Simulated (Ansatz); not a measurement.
One change: `BCl` becomes `[AlH2][BH]Cl`.

Ansatz, PBE0-D4/def2-TZVP geometries, multiplicity 1. 

| property | `BCl` |
| --- | --- |
| size of the dipole moment (ωB97M-V/def2-TZVPP) / D | 0.52 |
| HOMO–LUMO gap (PBE0/def2-TZVPP) / eV | 6.83 |
| vertical ionisation energy (CCSD(T)/CBS(def2)) / eV | 11.69 |
| HOMO energy (PBE/def2-TZVPP) / eV | -7.27 |
| zero-point energy (PBE0-D4/def2-TZVP) / kJ/mol | 55.4 |
| size of the dipole moment (B3LYP/def2-TZVPP) / D | 0.52 |

Task: Give the same properties after the change, and the shifts. (Estimate.)

Result: The calculation gave: 
```tsv
property	`[AlH2][BH]Cl`	shift
size of the dipole moment (ωB97M-V/def2-TZVPP) / D	0.63	0.11
HOMO–LUMO gap (PBE0/def2-TZVPP) / eV	5.14	-1.69
vertical ionisation energy (CCSD(T)/CBS(def2)) / eV	9.75	-1.94
HOMO energy (PBE/def2-TZVPP) / eV	-6.10	1.17
zero-point energy (PBE0-D4/def2-TZVP) / kJ/mol	68.4	13.0
size of the dipole moment (B3LYP/def2-TZVPP) / D	0.62	0.10
```

With PBE0 the HOMO rises by 1.35 eV and the LUMO falls by 0.34 eV, so the gap narrows by about 1.69 eV. PBE moves the HOMO by 1.17 eV and ωB97M-V by 1.51 eV. The zero-point energy changes by 13.0 kJ/mol with +6 modes. Dipoles are sizes alone; their direction can turn.

B3LYP here is the variant with VWN-RPA as its local correlation; programs differ in this.
